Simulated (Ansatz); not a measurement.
Cs₃Bi₂Br₉ (P-3m1, No. 164)

Calculation: PBEsol+SOC (PAW; Ansatz, a program for electronic structure).

Settings: plane-wave cutoff 520 eV, 6×6×4 k mesh (along the axes of the cell as run), Fermi–Dirac smearing 0.01 eV, PAW data made under PBE.

Cell: measured lattice: a = b = 7.9720 Å, c = 9.8670 Å, α = β = 90.00°, γ = 120.00°.

For Cs₃Bi₂Br₉ (P-3m1, No. 164), the band gap is 1.68 eV (indirect) and the smallest direct gap on the k points sampled comes out as 1.83 eV.

Note: cell and atoms aren't relaxed at this level (largest force component 0.31 eV/Å).

The computed numbers hold no vibrational or temperature effects.
